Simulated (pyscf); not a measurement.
H₃Si–S–SiH₃ + H₂S → H₃Si–SH + H₃Si–SH (four-centre exchange; singlet surface; S–Si, H–S broken, S–Si, H–S formed). Optimised with ωB97X-D3(BJ)/def2-SVP in PySCF. Rate constants from transition-state theory, ωB97M-D3(BJ)/def2-TZVP energies (ideal gas, 1 atm, RRHO with modes under 100 cm⁻¹ raised to 100, one conformer, R ln 2 for chiral ones without a mode under 150 cm⁻¹; no tunnelling), k in cm³ molecule⁻¹ s⁻¹.

| T (K) | 1000/T | log10 k |
|---|---|---|
| 298 | 3.354 | -42.57 |
| 600 | 1.667 | -27.87 |
| 900 | 1.111 | ? |
| 1200 | 0.833 | -20.14 |

Q: Fit an Arrhenius line to the three values, give the activation energy, and predict k at 900 K.

A: Least squares gives log10 k = -12.88 − 8.87 × 1000/T, so Ea = 8.87 × ln 10 × 1.987 = 40.6 kcal/mol, against an electronic barrier of 39.1. At 900 K the line gives -22.74; the computed value is -22.80 (ΔG‡ = 70.7 kcal/mol), a factor 1.2 under the line, since the plot is curved. On the product side the descent ends in a complex, 4.5 kcal/mol under the separated species and 39.1 kcal/mol under the saddle at ωB97X-D3(BJ)/def2-TZVP. This is the saddle that the search found; another between the same sides may lie lower.
